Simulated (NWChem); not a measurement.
Program: NWChem. System: S (+1), charge 1, spin multiplicity 4. Its SCF solution wasn't tested for a lower state.

Input file:

```
start mol
memory heap 100 mb stack 700 mb global 1900 mb
charge 1
geometry units angstroms nocenter noautoz
  S      0.000000     0.000000     0.000000
  symmetry group D2h
end
basis spherical
  * library sto-3g
end
scf
  rohf
  nopen 3
  maxiter 100
  thresh 1e-7
  semidirect memsize 60000000 filesize 0
  # guess.movecs holds the orbitals of an unrestricted PBE0 run
  vectors input guess.movecs output mol.movecs
end
tce
  freeze core 5
  ccsdt
  2eorb
  2emet 13
  thresh 1e-6
  maxiter 100
  tilesize 24
end
task tce energy
```

The output up to the point where the run's verdict is printed (cleaned and shortened):

```
             Northwest Computational Chemistry Package (NWChem) 7.3.0
             --------------------------------------------------------

                                NWChem Input Module
                                -------------------

 Scaling coordinates for geometry "geometry" by  1.889725989
 (inverse scale =  0.529177249)

                             Geometry "geometry" -> ""
                             -------------------------

 Output coordinates in angstroms (scale by  1.889725989 to convert to a.u.)

  No.       Tag          Charge          X              Y              Z
 ---- ---------------- ---------- -------------- -------------- --------------
    1 S                   16.0000     0.00000000     0.00000000     0.00000000

 Effective nuclear repulsion energy (a.u.)       0.0000000000

            Nuclear Dipole moment (a.u.)
            ----------------------------
        X                 Y               Z
 ---------------- ---------------- ----------------
     0.0000000000     0.0000000000     0.0000000000

      Symmetry information
      --------------------

 Group name             D2h
 Group number             26
 Group order               8
 No. of unique centers     1

      Symmetry unique atoms

     1


 Summary of "ao basis" -> "" (spherical)
 ------------------------------------------------------------------------------
       Tag                 Description            Shells   Functions and Types
 ---------------- ------------------------------  ------  ---------------------
 *                           sto-3g                   on all atoms

 Summary of "ao basis" -> "ao basis" (spherical)
 ------------------------------------------------------------------------------
       Tag                 Description            Shells   Functions and Types
 ---------------- ------------------------------  ------  ---------------------
 S                           sto-3g                  5        9   3s2p

                                 NWChem SCF Module
                                 -----------------

  ao basis        = "ao basis"
  functions       =     9
  atoms           =     1
  closed shells   =     6
  open shells     =     3
  charge          =   1.00
  wavefunction    = ROHF
  use symmetry    = T
  symmetry adapt  = T

 Summary of "ao basis" -> "ao basis" (spherical)
 ------------------------------------------------------------------------------
       Tag                 Description            Shells   Functions and Types
 ---------------- ------------------------------  ------  ---------------------
 S                           sto-3g                  5        9   3s2p

      Symmetry analysis of basis
      --------------------------

        ag          3
        au          0
        b1g         0
        b1u         2
        b2g         0
        b2u         2
        b3g         0
        b3u         2

 Forming initial guess at       0.0s

      Symmetry analysis of molecular orbitals - initial
      -------------------------------------------------

  Numbering of irreducible representations:

     1 ag          2 au          3 b1g         4 b1u         5 b2g
     6 b2u         7 b3g         8 b3u

  Orbital symmetries:

     1 ag          2 ag          3 b2u         4 b3u         5 b1u
     6 ag          7 b3u         8 b1u         9 b2u

 Starting SCF solution at       0.0s

 ----------------------------------------------
         Quadratically convergent ROHF

 Convergence threshold     :          1.000E-07
 Maximum no. of iterations :          100
 Final Fock-matrix accuracy:          1.000E-09
 ----------------------------------------------

              iter       energy          gnorm     gmax       time
             ----- ------------------- --------- --------- --------
                 1     -392.9235538264  1.27D-01  7.35D-02      0.0
```

The run crashed. NWChem stopped with the message: rohf_hessv_xx: pflg invalid.
